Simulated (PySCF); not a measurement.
## Core-level binding energies of `CN[SiH3]`

Species: CH₇NSi.
Structure used (GFN2-xTB), in Å, numbered top down from 1:
```xyz
10
CH7NSi angstrom
C     -1.378   -0.116   -0.045
N     -0.139    0.619   -0.110
Si     1.405   -0.128   -0.007
H     -1.250   -1.067   -0.559
H     -2.174    0.442   -0.542
H     -1.694   -0.325    0.984
H     -0.240    1.545    0.278
H      1.432   -1.133   -1.070
H      1.704   -0.805    1.267
H      2.342    0.973   -0.217
```

Level of theory: delta-SCF UKS SCAN, pcX-2 on the ionised atom, pcseg-1 elsewhere, spin-free X2C (PySCF). Each binding energy is the total energy of the core-ionised species, with the hole localised on one atom, minus that of the ground state; both are solved self-consistently, so orbital relaxation is included.

**Question.** List the computed XPS lines with their assignment.

**Answer.** 
```json
{"atom(s)": "C1", "environment": "N-methyl carbon", "level": "C 1s", "binding energy (eV)": "291.58", "2p1/2 (eV)": "–", "count": "1"}
{"atom(s)": "N2", "environment": "silicon-bound nitrogen", "level": "N 1s", "binding energy (eV)": "404.40", "2p1/2 (eV)": "–", "count": "1"}
{"atom(s)": "Si3", "environment": "SiH3 silicon", "level": "Si 2p3/2", "binding energy (eV)": "106.76", "2p1/2 (eV)": "107.38", "count": "1"}
{"atom(s)": "Si3", "environment": "SiH3 silicon", "level": "Si 1s", "binding energy (eV)": "1846.56", "2p1/2 (eV)": "–", "count": "1"}
```

**Question.** Which photon energy gives electrons from Si 1s of Si3 a kinetic energy of 200 eV, and what is their de Broglie wavelength?

**Answer.** hν = 1846.56 + 200 = 2046.56 eV, recoil neglected; λ = 12.264 Å/√(E/eV) = 0.87 Å.

The 2p values aren't plain energy differences: one relaxed spin-free 2p hole is combined with a matrix within the shell (ground-state 2p orbital-energy differences and spin–orbit coupling). 2p3/2, the mean of its two sublevels, lies a third of the splitting below the shell's mean and 2p1/2 two thirds above it; the statistical areas are 2:1. 2p1/2 minus 2p3/2 (ligand field included): Si 0.62 eV. Geometry: GFN2-xTB; no solvent, vibrations or thermal averaging.
